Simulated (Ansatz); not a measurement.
Reaction (isomerisation): `N/C=C(\O)F` → `OC/N=C\F`

Program: Ansatz. Geometries: PBE0-D4/def2-TZVP. ΔE: electronic, gas phase. CCSD(T)/CBS is the MP2 limit (def2-TZVPP, def2-QZVPP) plus CCSD(T) − MP2 in def2-TZVPP, frozen cores. Double bonds are as drawn, so ΔE can hold a change between cis and trans. DFT in def2-TZVPP. B3LYP here is the variant with VWN-RPA as its local correlation; programs differ in this. HSE06 is defined as in plane-wave codes. One conformer a species, not always the lowest.

**Question.** Is it downhill or uphill in electronic energy at CCSD(T)/CBS, and by how much? (Estimate.)

**Answer.** The calculation gave: Downhill: ΔE = -6.5 kJ/mol.

**Question.** What do these levels give: B3LYP-D4, r2SCAN0-D4, BHLYP-D4, PBE, r2SCAN, r2SCANh, HSE06, RPA@PBE/def2-TZVPP, CCSD/def2-SVP, CCSD(T)/def2-SVP, HF/def2-QZVPP, CCSD/CBS(def2)? (An estimate is asked.)

**Answer.** Computed: B3LYP-D4 -4.7, r2SCAN0-D4 -0.2, BHLYP-D4 -4.8, PBE -1.2, r2SCAN -2.6, r2SCANh -1.7, HSE06 0.8, RPA@PBE/def2-TZVPP -18.7, CCSD/def2-SVP -14.0, CCSD(T)/def2-SVP -15.0, HF/def2-QZVPP -15.4, CCSD/CBS(def2) -6.0 kJ/mol.

Largest T1 diagnostic among the species: 0.013.

Leaving LDA and LC-ωPBE aside and taking each functional with its dispersion term where it has one, the values, not all of them listed here, spread over 10.3 kJ/mol, from B2PLYP to HSE06-D4. LDA lies +15.0 kJ/mol from PBE without D4. At CCSD(T), def2-SVP lies −8.5 kJ/mol from the extrapolated value and def2-TZVPP −5.2 kJ/mol. In def2-TZVPP, CCSD(T) changes the Hartree–Fock value by +4.0 kJ/mol (the triples alone add −0.5 kJ/mol) and MP2 by +4.9 kJ/mol.
